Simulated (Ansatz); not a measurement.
**SVWN5/cc-pVTZ run of SiCl2 (SMILES Cl[Si]Cl)**

Aim: the vertical singlet–triplet gap of SiCl2 at SVWN5/cc-pVTZ, from 2 runs. 

The results are computed with Ansatz 0.2.0.

37 further runs of the same task are left out: 1 that didn't finish, 36 set aside as unsound or not needed.

### Step 1. The structure to begin with

The species is SiCl2 (3 atoms), meant as a singlet with charge 0. SMILES: `Cl[Si]Cl`. The shape is that of a PBE0-D4/def2-TZVP optimisation.

Bond lengths: Cl1–Si2 2.077 Å, Si2–Cl3 2.077 Å. Angles: Cl1–Si2–Cl3 101.3°.

### Step 2. A single-point energy at SVWN5/cc-pVTZ

input.yaml reads:

```yaml
basis:
  gaussian: {orbitals: cc-pVTZ}
crystal:
  periodic: [false, false, false]
  atoms:
    - symbol: Cl
      position_ang: [0.293800, 1.603800, 0.338000]
    - symbol: Si
      position_ang: [-0.770100, -0.010400, -0.422000]
    - symbol: Cl
      position_ang: [0.476300, -1.593400, 0.084000]
hamiltonian: {xc: {name: SVWN5}}
accuracy: high
output: {orbitals: {seedname: orbitals}}
```

Command:

```
ansatz run input.yaml --threads 1 --pin off --max-ram 3480MiB --events-out events.jsonl --progress --plain --runs-dir runs
```

Log:

```text
Warning: RAYON_NUM_THREADS=1 ignored (pool sized by the plan → 1); use --threads N
Functional definition: SVWN5
  name "SVWN5"
  exchange = slater_x
  correlation = vwn5_c
1569 factors; integrals over basis functions are off by at most 3.2e-9 eV
mean field evaluation 1: about -32813.6964 eV, gradient 1.7e1 eV
mean field evaluation 2: about -32813.0162 eV, gradient 2.4e1 eV
mean field evaluation 4: about -32814.3948 eV, gradient 1.9e0 eV
mean field evaluation 8: about -32814.4035 eV, gradient 5.5e-2 eV
mean field evaluation 16: about -32814.4035 eV, gradient 2.0e-6 eV
mean field -32814.40354901 eV, -1205.9070880245 hartree, gradient 2.0e-8 eV, S^2 0.000000; 0 other end points of the search recorded, 0 dependent functions left out
reference -32814.40355115 eV, -1205.9070881033 hartree; 24, 24 occupied and 78, 78 virtual orbitals, 1569 factors
Total energy: -32814.40355115 eV, -1205.9070881033 hartree
```

Wall time 4.2 s (1 thread of Arm Neoverse V1, shared host); peak memory 0.2 GiB.

### Step 3. The triplet at the same level

run.yaml reads:

```yaml
crystal:
  periodic: [false, false, false]
  atoms:
    - {symbol: Cl, position_ang: [0.293800, 1.603800, 0.338000]}
    - {symbol: Si, position_ang: [-0.770100, -0.010400, -0.422000]}
    - {symbol: Cl, position_ang: [0.476300, -1.593400, 0.084000]}
basis:
  gaussian:
    orbitals: cc-pVTZ
accuracy: high
hamiltonian:
  xc: {name: SVWN5}
output: {orbitals: {seedname: orbitals}}
magnetization:
  spin_polarized: true
  initial_magnetization: 2
```

Command:

```
ansatz run run.yaml --threads 1 --pin off --max-ram 3480MiB --events-out events.jsonl --progress --plain --runs-dir runs
```

Log:

```text
Warning: RAYON_NUM_THREADS=1 ignored (pool sized by the plan → 1); use --threads N
[... 4 set-up lines as earlier in the session ...]
1569 factors; integrals over basis functions are off by at most 3.2e-9 eV
mean field evaluation 1: about -32811.2398 eV, gradient 1.1e1 eV
mean field evaluation 2: about -32810.8174 eV, gradient 1.4e1 eV
mean field evaluation 4: about -32811.8727 eV, gradient 1.5e0 eV
mean field evaluation 8: about -32811.8848 eV, gradient 9.0e-2 eV
mean field evaluation 16: about -32811.8849 eV, gradient 1.7e-5 eV
mean field evaluation 32: about -32811.8849 eV, gradient 5.3e-6 eV
mean field -32811.88489112 eV, -1205.8145290544 hartree, gradient 6.6e-8 eV, S^2 2.001725; 4 other end points of the search recorded, 0 dependent functions left out
reference -32811.88489334 eV, -1205.8145291359 hartree; 25, 23 occupied and 77, 79 virtual orbitals, 1569 factors
Total energy: -32811.88489334 eV, -1205.8145291359 hartree
```

Wall time 11 s (1 thread of Arm Neoverse V1, shared host); peak memory 0.24 GiB.

### Step 4. Outcome

Level: SVWN5/cc-pVTZ.

| quantity | value |
| --- | --- |
| singlet: total energy | -1205.90709 Eh |
| singlet: HOMO energy | -6.78 eV |
| singlet: LUMO energy | -3.82 eV |
| singlet: HOMO–LUMO gap | 2.96 eV |
| triplet: total energy | -1205.81453 Eh |
| triplet: HOMO energy (highest over α and β) | -4.32 eV |
| triplet: ⟨S²⟩ | 2.002 |
| vertical energy of the triplet above the singlet | 2.519 eV |

**Reading.** At this shape the triplet lies 2.52 eV (243 kJ/mol) above the singlet.
